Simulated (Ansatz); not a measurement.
This Ansatz (an electronic-structure program) input (wB97M-V/aug-cc-pVTZ) gives -76.43261 Eh with 92 basis functions. A basis named .json is the Basis Set Exchange file of that set (core-valence sets with the plain set on hydrogen).

Ansatz 0.2 input:
```yaml
crystal:
  periodic: [false, false, false]
  atoms:
    - {symbol: O, position_ang: [0.00702152, 0.00134342, 0.11666744]}
    - {symbol: H, position_ang: [-0.04995842, 0.75929218, -0.47415850]}
    - {symbol: H, position_ang: [-0.00621371, -0.77003954, -0.45918106]}
basis:
  gaussian:
    orbitals: aug-cc-pVTZ
    fitting: {mean_field: def2-universal-JKFIT.json}
hamiltonian:
  xc: {name: wB97M-V}
magnetization: {spin_polarized: false}
```

Change:
```diff
- fitting: {mean_field: def2-universal-JKFIT.json}
+ fitting: {mean_field: cc-pVTZ-JKFIT.json}
```

### Question
What does the run give now?

### Answer
-76.43259 Eh (wB97M-V/aug-cc-pVTZ, 92 functions), a change of +0.02 mEh.
